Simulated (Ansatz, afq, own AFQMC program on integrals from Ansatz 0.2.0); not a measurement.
# CH₃⁺, singlet → CH3⁺, triplet

```xyz
4

C     0.0000    0.0000    0.0000
H     1.0932    0.0139   -0.0002
H    -0.5586    0.9397   -0.0028
H    -0.5345   -0.9536    0.0030
```

E(triplet, charge +1) − E(singlet, charge +1) at this geometry, on RHF and UHF determinants.

Basis cc-pVDZ. Only valence electrons are correlated. Ansatz 0.2.0 and our own AFQMC program on the same integrals; the CISD trial comes from CCSD amplitudes, and released means the phaseless constraint is let go. Error bars are statistical, one sigma. The errors of all members are added in quadrature.

Full CI on the same integrals is exact in this basis and with this determinant's frozen core.

Errors are counted within cc-pVDZ, not against nature.

Cautions: CH₃⁺ (triplet): another spin lies lower, the search met a lower determinant of the same kind, perhaps of another symmetry (13 meV lower), and this one is a saddle point, the released energies are still falling, so no released level is given (meV from the phaseless value at times in 1/Eh: -4 ± 4 at 0.24, -6 ± 4 at 0.51, -9 ± 4 at 0.99, -11 ± 4 at 1.62, -18 ± 5 at 2.40), though the last usable value meets full CI within the noise, the ph-AFQMC/CISD walk drifts between its halves (2.2 errors); the upper state may be diffuse, so the gap hangs on the basis.

```
level  vertical spin gap (kcal/mol)
 CCSD                         118.8
   HF                         113.7
```

Q: From these cheaper values, estimate the vertical spin gap at the reference level in cc-pVDZ.

A: 118.5 kcal/mol (full CI in cc-pVDZ).

| level | vertical spin gap (kcal/mol) | error against FCI (kcal/mol) |
| --- | --- | --- |
| MP2 | 118.3 | -0.2 |
| CCSD(T) | 118.6 | 0.1 |
| CCSDT | 118.5 | 0.0 |
| CCSDT(Q) | 118.5 | 0.0 |
| ph-AFQMC/CISD | 118.7 ± 0.09 | 0.2 ± 0.09 |

Correlation beyond CCSD(T) takes off 0.1 kcal/mol. The perturbative (T) step is worth −0.2 kcal/mol.

CCSDT and higher add their correlation energy to the determinant of the CCSD(T) run, since their own runs factorise the integrals more tightly (a shift of under 2 meV). A walk keeps the symmetry of its determinant, which the program's search chose and which needn't be the lowest solution, so a lower state of the same spin and another symmetry isn't excluded.
